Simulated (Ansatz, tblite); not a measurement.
**The cluster Li₈: one state, many levels**

An exercise on one series of results from a longer session: the logs are not shown, and one member is left open.

Method: as each input shows; program: Ansatz 0.2.0, Gaussian basis.

The runs, in order: GFN2-xTB, PBE/def2-TZVP, r2SCAN/def2-TZVP, B2PLYP/def2-TZVP, r2SCAN0/def2-TZVP, B97M-V/def2-TZVP, PBE-QIDH/def2-TZVP, BHLYP/def2-TZVP, revPBE/def2-TZVP, HSE06/def2-TZVP, PBE/def2-SVP, PBE0/def2-SVP, HF/6-31G, B3LYP/6-31G, PBE0/def2-TZVPD, PBE/def2-TZVPD, r2SCAN/def2-TZVPD, CCSD(T)/def2-TZVPP, MP2/def2-TZVP, RPA/def2-TZVP, CCSD(T)/def2-TZVPD.

1 further run of the same task is left out (set aside as unsound or not needed).

### The geometry

The singlet was relaxed beforehand with PBE0/def2-TZVP. At that level it is the lowest of the isomers that a small search found.

8 atoms, charge 0, spin multiplicity 1.

Bond lengths: Li1–Li3 3.047 Å, Li1–Li7 3.034 Å, Li1–Li8 2.588 Å, Li2–Li3 3.051 Å, Li2–Li6 3.053 Å, Li2–Li8 2.583 Å, Li3–Li8 2.584 Å, Li4–Li8 2.459 Å, Li5–Li8 2.452 Å, Li6–Li7 3.047 Å, Li6–Li8 2.585 Å, Li7–Li8 2.587 Å. Angles: Li3–Li1–Li7 107.9°, Li3–Li1–Li8 53.8°, Li7–Li1–Li8 54.1°, Li3–Li2–Li6 107.0°, Li3–Li2–Li8 53.8°, Li6–Li2–Li8 53.8°, Li1–Li3–Li2 107.3°, Li1–Li3–Li8 54.0°, Li2–Li3–Li8 53.8°, Li2–Li6–Li7 107.3°, Li2–Li6–Li8 53.8°, Li7–Li6–Li8 53.9°, Li1–Li7–Li6 107.9°, Li1–Li7–Li8 54.1°, Li6–Li7–Li8 53.9°, Li1–Li8–Li2 143.6°, Li1–Li8–Li3 72.2°, Li1–Li8–Li4 87.8° and more.

PBE0/def2-TZVP was run before; its log isn't repeated, and its numbers join the tables.

Set-up of the first run:

Tight binding, by tblite at 300 K electronic temperature and without a spin-polarisation term:

```python
tblite.interface.Calculator('GFN2-xTB', numbers, positions, charge=0, uhf=0).singlepoint()
```

start.molden holds the orbitals of an earlier run on this state, given as this run's starting guess.

Input file in.yaml:

```yaml
crystal:
  periodic: [false, false, false]
  atoms:
    - {symbol: Li, position_ang: [-1.016085, 2.306447, 0.528794]}
    - {symbol: Li, position_ang: [-0.368909, -2.557386, 0.282902]}
    - {symbol: Li, position_ang: [-2.445581, -0.374252, 0.765482]}
    - {symbol: Li, position_ang: [0.897680, -0.039997, 2.286995]}
    - {symbol: Li, position_ang: [-0.880119, 0.110783, -2.286829]}
    - {symbol: Li, position_ang: [2.055354, -1.216351, -1.000739]}
    - {symbol: Li, position_ang: [1.761506, 1.786391, -0.576062]}
    - {symbol: Li, position_ang: [-0.003836, -0.015636, -0.000542]}
basis:
  gaussian: {orbitals: def2-TZVP, initial_orbitals: start.molden}
hamiltonian: {xc: pbe}
scf: {omitted_lower_state_checks: [starts]}
output: {orbitals: {seedname: orbitals}}
```

Run with:

```
ansatz run in.yaml --threads 4 --pin off --events-out ev --progress --plain --max-ram 3916MiB
```

Among the steps run: PBE/def2-TZVP; r2SCAN/def2-TZVP; B2PLYP/def2-TZVP; r2SCAN0/def2-TZVP; B97M-V/def2-TZVP; PBE-QIDH/def2-TZVP; BHLYP/def2-TZVP; revPBE/def2-TZVP; HSE06/def2-TZVP; PBE/def2-SVP; PBE0/def2-SVP; HF/6-31G; B3LYP/6-31G; PBE0/def2-TZVPD; PBE/def2-TZVPD; r2SCAN/def2-TZVPD; CCSD(T)/def2-TZVPP; MP2/def2-TZVP; RPA/def2-TZVP; CCSD(T)/def2-TZVPD.

One table of the session follows, with a row left open; its other results are not shown here.

It belongs to the step «Levels side by side». 

```
            level  HOMO (eV)  gap (eV)
         HF/6-31G      -4.25      4.90
     PBE/def2-SVP      -2.95      1.28
    PBE/def2-TZVP      -2.95      1.28
   PBE/def2-TZVPD      -2.97      1.27
 revPBE/def2-TZVP      -2.93      1.28
 r2SCAN/def2-TZVP      -2.96      1.46
r2SCAN/def2-TZVPD      -2.97      1.45
 B97M-V/def2-TZVP      -2.88      1.30
      B3LYP/6-31G      -3.24      2.03
    PBE0/def2-SVP      -3.43      2.24
   PBE0/def2-TZVP      -3.43      2.24
  PBE0/def2-TZVPD      -3.45      2.22
r2SCAN0/def2-TZVP      -3.42      2.32
  HSE06/def2-TZVP          ?         ?
  BHLYP/def2-TZVP      -3.69      3.11
```

Estimate the missing values for HSE06/def2-TZVP.

The run gave: HOMO (eV): -3.10; gap (eV): 1.59. In the column «HOMO (eV)» it lies between B3LYP/6-31G (-3.24) and PBE/def2-TZVPD (-2.97).
